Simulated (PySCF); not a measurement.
PySCF input file for formaldehyde cation (CH2O), SMILES C=O (connectivity only; charge and spin as stated), charge +1, multiplicity 2, PBE-D3(BJ)/def2-TZVPD. Geometry optimised at PBE-D3(BJ)/def2-TZVPD. The spin state was assumed, not searched.

```python
import numpy as np
from pyscf import gto, scf, dft, df
from pyscf.hessian import thermo

mol = gto.M(
    atom='''
    C     0.00000000    0.00000000   -0.52127800
    O     0.00000000    0.00000000    0.66806335
    H     0.00000000    0.97120440   -1.10841941
    H     0.00000000   -0.97120440   -1.10841941
    ''',
    basis='def2-TZVPD',
    charge=1,
    spin=1,
    max_memory=1600,
    verbose=3,
)
mf = dft.UKS(mol, xc='pbe').density_fit(auxbasis='def2-universal-jkfit')
mf.disp = 'd3bj'
mf.grids.level = 3
mf.conv_tol = 1e-11
mf.max_cycle = 100
mf.kernel()
fine, coarse = mf.grids, dft.Grids(mol).set(level=1).build(with_non0tab=True)
for _ in range(3):  # follow internal instabilities
    mf.grids = coarse
    mo, _, stable, _ = mf.stability(return_status=True, nroots=4)
    mf.grids = fine
    if stable:
        break
    mf.kernel(mf.make_rdm1(mo, mf.mo_occ))

# [left out here: the lines that compute and print the analytic Hessian (its translational invariance restored by hand, since the grid's response is missing), thermochemistry and intensities]
```

Program output:

```

WARN: HOMO -0.313890855516089 >= LUMO -0.313890855516085

converged SCF energy = -114.027594106871  <S^2> = 0.75500197  2S+1 = 2.0049957
<class 'pyscf.df.df_jk.DFUKS'> wavefunction is stable in the internal stability analysis

WARN: DFTD3 does not support analytical Hessian, using finite difference


WARN: Mole.unit (angstrom) is changed to Bohr

Mode                                 0                   1                   2
Irrep
Freq [cm^-1]                      784.6859            999.6516           1169.8980
Reduced mass [au]                   1.3860              1.3707              1.0597
Force const [Dyne/A]                0.5028              0.8070              0.8545
Char temp [K]                    1128.9883           1438.2762           1683.2228
Normal mode                   x     y     z       x     y     z       x     y     z
       0   C                -0.00 -0.13 -0.00   -0.15  0.00 -0.00   -0.00 -0.00  0.05
       1   O                 0.00  0.07 -0.00    0.04 -0.00  0.00    0.00  0.00  0.03
       2   H                 0.00  0.24  0.54    0.59 -0.00 -0.00    0.00 -0.35 -0.59
       3   H                 0.00  0.24 -0.54    0.59 -0.00  0.00    0.00  0.35 -0.59
Mode                                 3                   4                   5
Irrep
Freq [cm^-1]                     1721.4855           2653.2449           2698.8993
Reduced mass [au]                  11.0637              1.0389              1.1027
Force const [Dyne/A]               19.3178              4.3088              4.7324
Char temp [K]                    2476.8344           3817.4286           3883.1152
Normal mode                   x     y     z       x     y     z       x     y     z
       0   C                 0.00  0.00 -0.21   -0.00  0.00  0.05   -0.00  0.09 -0.00
       1   O                -0.00 -0.00  0.17    0.00  0.00  0.00    0.00  0.00 -0.00
       2   H                -0.00  0.06 -0.08    0.00  0.61 -0.34    0.00 -0.56  0.37
       3   H                -0.00 -0.06 -0.08    0.00 -0.61 -0.34    0.00 -0.56 -0.37
temperature 298.1500 [K]
pressure 101325.00 [Pa]
Rotational constants [GHz] 265.76965 39.72803 34.56165
Symmetry number 2
Zero-point energy (ZPE) 0.02285 [Eh]   59979.954 [J/mol]
                           tot       elec      trans        rot        vib
Entropy [J/mol/K]       225.623      5.763    151.175     67.156      1.528
Cv [J/mol/K]             30.444      0.000     12.472     12.472      5.501
Cp [J/mol/K]             38.759      0.000     20.786     12.472      5.501
Internal energy [J/mol]                      3718.434   3718.434  60349.429
Internal energy [Eh]   -114.00178  -114.02759
Enthalpy [J/mol]                             6197.391   3718.434  60349.429
Enthalpy [Eh]          -114.00083
Gibbs free energy [J/mol]                  -38875.527 -16304.007  59893.709
Gibbs free energy [Eh] -114.02645
mode   freq/cm-1   IR/(km/mol)
   1      784.69         0.432
   2      999.65        37.558
   3     1169.90       120.804
   4     1721.49         0.044
   5     2653.24       180.654
   6     2698.90       184.205
max |gradient| / (hartree/bohr): 3.462483029584992e-05
APT charges: [0.2027 0.1649 0.3162 0.3162]
```

The run converged.

Cost: roughly 26 core-seconds.
